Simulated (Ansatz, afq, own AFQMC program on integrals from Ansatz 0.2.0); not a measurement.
## Atomization energy of CuNH4O, singlet

```json
{"atom": "N", "x (Å)": "-1.0422", "y (Å)": "0.6203", "z (Å)": "-0.1997"}
{"atom": "Cu", "x (Å)": "0.6618", "y (Å)": "-0.2684", "z (Å)": "0.0233"}
{"atom": "O", "x (Å)": "2.2722", "y (Å)": "-1.0056", "z (Å)": "0.1470"}
{"atom": "H", "x (Å)": "-1.8023", "y (Å)": "-0.0402", "z (Å)": "-0.3701"}
{"atom": "H", "x (Å)": "-1.0292", "y (Å)": "1.2648", "z (Å)": "-0.9923"}
{"atom": "H", "x (Å)": "-1.3041", "y (Å)": "1.1682", "z (Å)": "0.6214"}
{"atom": "H", "x (Å)": "2.2440", "y (Å)": "-1.7391", "z (Å)": "0.7704"}
```

Atoms in their ground-state spins without spin–orbit coupling (mostly on UHF) minus the molecule (RHF), without zero-point energy. The geometry is a stationary point, not shown to be a minimum.

Basis def2-TZVP. Noble-gas cores (and the filled d shells of Ga–Kr and In–Xe) are frozen. Integrals, coupled cluster, full CI and functionals: Ansatz 0.2.0; the random walks run on the same integrals in our own AFQMC program. ph-AFQMC/CISD is guided by a CISD state made of CCSD amplitudes; releasing the constraint for a short imaginary time cuts its bias at the price of noise, slowly where states lie close. Uncertainties: one standard error, sampling alone. The metal's outer-core s and p shells are frozen, which shifts wave-function levels against functionals. The errors of all members are added in quadrature.

No full CI on the walks' own integrals is used here. The released AFQMC energy serves as the reference, which it does only where one determinant dominates, the energy is flat over the last release times and near the phaseless one (40 meV or 2 meV an electron, half that with transition metals). On small molecules, where full CI could be run and the noise was under 10 meV, such values lay within 10 meV of it in 19 cases of 20, a flattering rate, since the rule was set on those same cases; what remains of the bias isn't in the error bar. Each member takes its own surest rung, up to full CI.

The best estimate is CCSD(T) at the basis-set limit (CBS: def2-TZVPP and def2-QZVPP, with their diffuse functions for anions and beside diffuse sets, CCSD(T) itself extrapolated) plus the step from CCSD(T) to AFQMC with the constraint released in def2-TZVP. Rows without CBS are in def2-TZVP; B2PLYP and the wave-function rows carry a basis error of their own. Core correlation and relativity beyond core potentials are missing, and ± holds the sampling alone.

Cautions: no relativity below Rb; outer-core shells of the metal frozen; CuNH₄O (singlet): the released value is read at 0.90 1/Eh with a noise of 29 meV, more than in the cases checked (meV from the phaseless value at times in 1/Eh: -1 ± 20 at 0.21, 5 ± 20 at 0.42, 4 ± 28 at 0.63, 25 ± 29 at 0.90), released reference can be 30 meV off for metals; Cu (doublet): its ph-AFQMC/CISD value lies 23 ± 3 meV above CCSDT(Q); other spins of the molecule weren't checked.

```tsv
level	atomization energy (kJ/mol)
B2PLYP	2124.1
r2SCAN	2153.8
PBE	2194.2
```

Q: From these cheaper values, estimate the atomization energy at the level of the best estimate.

A: 2181.4 ± 2.8 kJ/mol (best estimate, highest rung released AFQMC).

```json
{"level": "HF", "atomization energy (kJ/mol)": "1324.2", "error against the best estimate (kJ/mol)": "-857.3 ± 2.8"}
{"level": "MP2", "atomization energy (kJ/mol)": "2110.9", "error against the best estimate (kJ/mol)": "-70.6 ± 2.8"}
{"level": "CCSD", "atomization energy (kJ/mol)": "2015.1", "error against the best estimate (kJ/mol)": "-166.3 ± 2.8"}
{"level": "CCSD(T)", "atomization energy (kJ/mol)": "2058.1", "error against the best estimate (kJ/mol)": "-123.3 ± 2.8"}
{"level": "ph-AFQMC/CISD", "atomization energy (kJ/mol)": "2066.2 ± 1.6", "error against the best estimate (kJ/mol)": "-115.2 ± 3.2"}
{"level": "released AFQMC", "atomization energy (kJ/mol)": "2062.3 ± 2.9", "error against the best estimate (kJ/mol)": "-119.1"}
{"level": "HF/CBS", "atomization energy (kJ/mol)": "1347.8", "error against the best estimate (kJ/mol)": "-833.6 ± 2.8"}
{"level": "MP2/CBS", "atomization energy (kJ/mol)": "2246.7", "error against the best estimate (kJ/mol)": "65.2 ± 2.8"}
{"level": "CCSD(T)/CBS", "atomization energy (kJ/mol)": "2178.8", "error against the best estimate (kJ/mol)": "-2.7 ± 2.8"}
{"level": "PBE0", "atomization energy (kJ/mol)": "2105.3", "error against the best estimate (kJ/mol)": "-76.1 ± 2.8"}
{"level": "B3LYP", "atomization energy (kJ/mol)": "2130.1", "error against the best estimate (kJ/mol)": "-51.3 ± 2.8"}
{"level": "wB97M-V", "atomization energy (kJ/mol)": "2156.0", "error against the best estimate (kJ/mol)": "-25.4 ± 2.8"}
```

Correlation beyond CCSD(T) changes it by less than twice the noise. Going to the basis-set limit adds 120.6 kJ/mol at CCSD(T). The perturbative (T) step is worth +43.0 kJ/mol.

Best estimates are given only where the step beyond CCSD(T) is under 0.3 eV and no member's determinant is very poor (T1 over 0.05, or 0.07 for open shells, ⟨S²⟩ too high by 0.3, two states mixed), so the hardest cases are missing from such tables.

The functionals ran in a triple-zeta set and keep a basis error of their own, a few kJ/mol for each bond in atomization energies and more for double hybrids, so close places among them and the extrapolated levels can swap.

Each member of a difference takes its own highest rung, so a best estimate needn't equal the limit plus the step of one row. Released energies are given only where the last usable release times agree within the noise; a slower fall can still hide under it.
